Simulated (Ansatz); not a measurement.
# Relaxing Rh

These are results of Ansatz 0.2.0, DFT PBEsol, scalar-relativistic, plane waves, PAW, not measurements. Cutoff 420 eV, Γ-centred k mesh, Gaussian smearing, no spin polarisation in the final step.

Rh was placed on the simple cubic structure type (Pm-3m, No. 221), at a guessed volume.

```xyz
1
Lattice="2.4346 0.0000 0.0000 0.0000 2.4346 0.0000 0.0000 0.0000 2.4346" Properties=species:S:1:pos:R:3 pbc="T T T"
Rh    0.0000    0.0000    0.0000
```

Cell and atoms relax at zero pressure; the relaxation can't lower the symmetry of the start. After a coarse first stage the cell is made exact in the group found at 0.06 Å.

Energies count from the standard state of Rh at the same level.

(1) What does it relax into?

(2) What are its volume, energy, density and gap?

Answers

(1) It keeps Pm-3m (No. 221). The result has the simple cubic structure. Conventional cell: a = 2.499 Å. Rh is coordinated by 6 Rh at 2.50 Å.

```cif
data_structure
_symmetry_space_group_name_H-M 'Pm-3m'
_symmetry_Int_Tables_number 221
_cell_length_a 2.4991
_cell_length_b 2.4991
_cell_length_c 2.4991
_cell_angle_alpha 90.000
_cell_angle_beta 90.000
_cell_angle_gamma 90.000
_cell_volume 15.61
loop_
_atom_site_label
_atom_site_type_symbol
_atom_site_symmetry_multiplicity
_atom_site_Wyckoff_symbol
_atom_site_fract_x
_atom_site_fract_y
_atom_site_fract_z
_atom_site_occupancy
Rh1 Rh 1 a 0.00000 0.00000 0.00000 1
```

(2) The volume per atom is 15.61 Å³, the density is 10.95 g/cm³ and the energy over the standard structure is 0.89 eV/atom. The gap on the 22×22×22 mesh is 0 eV (a metal).

The final run used a 22×22×22 mesh on its 1-atom cell and 0.10 eV smearing. For metals, differences of a few meV/atom aren't resolved. Symmetry constrained the relaxation, so the result can be a saddle point.

This simple cubic form isn't the element's structure at ambient conditions.